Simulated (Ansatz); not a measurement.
Cartesian coordinates in Å:
```
F 1.6531 1.7372 -0.0709
C 0.7247 0.8140 0.0800
C -0.0182 0.4084 1.1036
C -0.7197 -0.6350 0.2550
C 0.2348 -0.2050 -0.8924
F -0.3755 0.2659 -2.0288
H -0.0785 0.6689 2.1507
H -1.7618 -0.4164 0.0172
H -0.6216 -1.6741 0.5782
H 0.9627 -0.9639 -1.1926
```

Charge 0, multiplicity 1.

List the PBE/def2-TZVPP orbital energies in eV (Ansatz). (Estimate.)

The calculation gave: Occupied: -660.89, -659.86, -271.44, -271.32, -269.56, -269.49, -31.25, -30.06, -22.19, -16.80, -16.49, -14.28, -13.61, -12.93, -12.14, -11.31, -10.68, -10.18, -9.92, -9.40, -7.88, -7.76, -6.42. Lowest empty: -1.11, 0.84, 1.20, 1.58, 1.77, 2.22, 2.57, 2.91.
